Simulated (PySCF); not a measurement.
## Electronic absorption of [H6PSi]+

Species: H₆PSi (charge +1).
InChI=1S/H6PSi/c1-2/h1-2H3/q+1

Method used: TDDFT CAM-B3LYP/def2-SVPD, vertical, gas phase, core orbitals frozen in the response in PySCF 2.14.0, density-fitted response routines. Isolated species at its PBE0-D3(BJ)/def2-SVP geometry, gas phase.

```
state  E (eV)  ν̃ (cm⁻¹)       f  symmetry  main configurations (H = HOMO, L = LUMO)
   S1    8.49      68500  0.0039         E        H-1/H→L (≥76%), H-2→L+1/L+2 (≥16%)
   S2    8.50      68560  0.0040         E        H-1/H→L (≥76%), H-2→L+1/L+2 (≥17%)
   S3    8.88      71660  0.0040         E         H-2→L+1/L+2 (≥69%), H-1/H→L (≥9%)
   S4    8.89      71660  0.0039         E         H-2→L+1/L+2 (≥67%), H-1/H→L (≥9%)
   S5    9.07      73130  0.0000         –                      H-1/H→L+1/L+2 (≥87%)
   S6    9.12      73540   0.113        A1          H-2→L (65%), H-1/H→L+1/L+2 (33%)
   S7    9.30      75000   0.015         E                      H-1/H→L+1/L+2 (≥68%)
   S8    9.30      75020   0.015         E                      H-1/H→L+1/L+2 (≥68%)
   S9    9.62      77600   0.016        A1                             H-2→L+3 (76%)
```

Triplets, Tamm–Dancoff:

```tsv
state	E (eV)	λ (nm)	main configurations (H = HOMO, L = LUMO)
T1	7.78	159.3	H-2→L+1/L+2 (≥69%), H-1/H→L (≥14%)
T2	7.79	159.2	H-2→L+1/L+2 (≥70%), H-1/H→L (≥14%)
T3	7.90	156.9	H-2→L (81%), H-2→L+3 (10%)
T4	8.02	154.6	H-1/H→L (≥72%), H-2→L+1/L+2 (≥16%)
```

The lowest singlet level (S1/S2) comes at 146 nm (819 kJ/mol) in the vacuum ultraviolet; it is weak. The strongest level in the table is S6 at 9.12 eV (136 nm, f = 0.113). S1/S2, S3/S4 and S7/S8 lie within about 0.01 eV of each other in each set; the point group C3v has degenerate representations, and within a degenerate level the listed configurations can mix freely. Löwdin shares by element: HOMO (one of a set within 0.03 eV) hydrogen 48% or more, silicon 43%, phosphorus 5%; LUMO silicon 35%, phosphorus 22%, hydrogen 15% or more (atoms not listed hold the other 28%). Of the 9 states listed, 4 reach f = 0.01 and 1 stays under 0.0005. The listed states span 1.13 eV, and the widest gap between neighbours is 0.38 eV (S2 to S3). Weighted by f, the mean energy of these states is 9.16 eV. The vertical ionisation energy (ΔSCF) is 17.97 eV, 8.35 eV above S9. Symmetry labels in C3v follow from the direction of the transition dipole and are given only for states with f of 0.002 or more. Orbitals of the list HOMO-3 to LUMO+2 that lie within 0.01 eV of each other are written together with a slash and their weights summed (≥ marks a lower bound); for degenerate orbitals outside that list single weights are arbitrary. Only the lowest 10 singlets were computed, as vertical energies without vibronic structure. The highest level found (9.83 eV, f 0.092 so far) is left out, since the window may have cut off a degenerate partner.

Hardware: Arm Neoverse V1, one thread, no GPU, shared host. Cost: 18 s wall, 0.47 GiB resident at most.
